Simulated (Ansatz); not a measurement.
Reactions of C$_{2}$H$_{4}$FNO, SMILES `OCN=CF`.

Gas-phase electronic energies from Ansatz, PBE0-D4/def2-TZVP geometries. CCSD(T)/CBS is the MP2 limit (def2-TZVPP, def2-QZVPP) plus CCSD(T) − MP2 in def2-TZVPP, frozen cores. This one scheme is used for every species, atoms too. Double bonds are as drawn, so ΔE can hold a change between cis and trans. Open shells (•) are unrestricted, without spin–orbit coupling. Spin–orbit coupling would lower the free atoms: a little for C, F, O. One conformer a species, not always the lowest.

Order these by ΔE at CCSD(T)/CBS, lowest first. (Estimate.)
A. `OC/N=C\F` + H₂ → `C/N=C\F` + H₂O
B. `OC/N=C\F` → 2 C• + F• + 4 H• + N• + O•
C. `OC/N=C\F` + H₂ → `C=NCO` + H–F
D. `OC/N=C\F` → `N/C(F)=C\O`
E. `OC/N=C\F` → `C/N=C(/O)F`
F. `OC/N=C\F` → `NC1(F)CO1`
G. `OC/N=C\F` → `FC1NCO1`
H. `OC/N=C\F` + `O=CCO` → `O=CCOCO` + `N=CF`

A (-22.7 kcal/mol), C (-15.0 kcal/mol), E (-11.1 kcal/mol), D (+0.4 kcal/mol), H (+2.4 kcal/mol), F (+7.7 kcal/mol), G (+9.7 kcal/mol), B (+848.2 kcal/mol).

Largest T1 diagnostic: 0.014, for `O=CCO`.
